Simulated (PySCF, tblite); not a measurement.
Species: C₃H₂FP.
Atom-mapped SMILES: `[CH:1]#[C:2]/[P:3]=[CH:4]/[F:5]` (hydrogens: H6 on C1; H7 on C4)

Structure optimised with GFN2-xTB, isolated species.

Task: What internal coordinates does the optimisation give?

Result: 
```tsv
bond	length (Å)
C1≡C2	1.203
C2–P3	1.758
P3=C4	1.677
C4–F5	1.344
C1–H6	1.051
C4–H7	1.083
```

A selection of angles:
```tsv
angle	degrees
C2–C1–H6	177.0
C1–C2–P3	173.2
C2–P3–C4	96.4
P3–C4–F5	120.6
P3–C4–H7	127.5
F5–C4–H7	111.9
```

Torsions: C2–P3–C4–F5 180° (antiperiplanar).

The 5 heavy atoms lie in one plane (0.000 Å rms). The C–P distances run from 1.677 Å (P3=C4, drawn double) to 1.758 Å (C2–P3, drawn single), a spread of 0.081 Å.

Point group: Cs (tolerance 0.08 Å). Its GFN2-xTB frequencies are all real (lowest 119 cm⁻¹).

All values are computed, not measured.
